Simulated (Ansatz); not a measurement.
# SiNHCl (quartet): from Hartree-Fock to the top rungs, cc-pVDZ

One table from this session's results is given with a row withheld; the runs are named, their logs left out.

The runs use Ansatz 0.2.0, Gaussian basis; cc-pVDZ, core rule «outside noble gas», up to 11 orbitals frozen.

Plan: UHF; CCSD(T) on ROHF; CCSD(T) on UHF; BCCD(T) on ROHF; CISD; CCSDT(Q) on ROHF; CCSDT(Q) on UHF; CASSCF and NEVPT2, 17 electrons in 13 orbitals.

5 further runs of the same task are left out: 5 set aside as unsound or not needed.

### What is computed

The geometry is a PBE0/def2-TZVP stationary point (not a proven minimum) of the parent state, kept for this charge and spin.

4 atoms, charge 0, spin multiplicity 4.

Atoms are counted from 1 here; the program's logs count them from 0.

Bond lengths: Cl1–Si2 2.020 Å, Si2–N3 1.633 Å, Si2–H4 1.476 Å. Angles: Cl1–Si2–N3 125.1°, Cl1–Si2–H4 111.1°, N3–Si2–H4 123.8°.

Geometry (Å):

```xyz
4
ClHNSi
Cl    0.0000   -0.1384    1.2940
Si    0.0000    0.4138   -0.6492
N     0.0000   -0.6148   -1.9171
H     0.0000    1.8837   -0.7847
```

The first run:

The input, in.yaml:

```yaml
crystal:
  periodic: [false, false, false]
  atoms:
    - {symbol: Cl, position_ang: [0.000000, -0.138445, 1.293984]}
    - {symbol: Si, position_ang: [0.000000, 0.413775, -0.649194]}
    - {symbol: N, position_ang: [0.000000, -0.614810, -1.917065]}
    - {symbol: H, position_ang: [0.000000, 1.883691, -0.784690]}
basis:
  gaussian: {orbitals: cc-pVDZ}
magnetization: {spin_polarized: true, initial_magnetization: 3}
hamiltonian: {xc: hf}
output: {orbitals: {seedname: orbitals}}
```

The run is started by

```sh
$ ansatz run in.yaml --threads 1 --pin off --events-out ev --progress --plain --max-ram 3968MiB --backend cpu
```

Steps of the session up to this table: UHF; CCSD(T) on ROHF; CCSD(T) on UHF; BCCD(T) on ROHF; CISD; CCSDT(Q) on ROHF; CCSDT(Q) on UHF; CASSCF and NEVPT2, 17 electrons in 13 orbitals.

One table of the session follows, with a row left open; its other results are not shown here.

```
        method  from UCCSDT(Q) (meV)
          ROHF               +9953.6
           UHF               +9702.9
          RMP2                     ?
          UMP2               +1426.8
          CISD               +1256.5
         RCCSD                +282.3
         UCCSD                +278.0
      RCCSD(T)                 +56.5
      UCCSD(T)                 +56.1
       BCCD(T)                 +55.9
        RCCSDT                 +20.5
        UCCSDT                 +19.3
     RCCSDT(Q)                  +2.4
     UCCSDT(Q)                     0
CASSCF valence               +8431.4
NEVPT2 valence               +1749.4
```

Estimate the missing values for RMP2.

As computed: from UCCSDT(Q) (meV): +1404.6. In the column «from UCCSDT(Q) (meV)» it lies between CISD (+1256.5) and UMP2 (+1426.8).

Caveats from the session: Restricted and unrestricted rows rest on different reference determinants; where their highest levels disagree by more than a few hundredths of an eV, they describe different states and don't form one ladder.
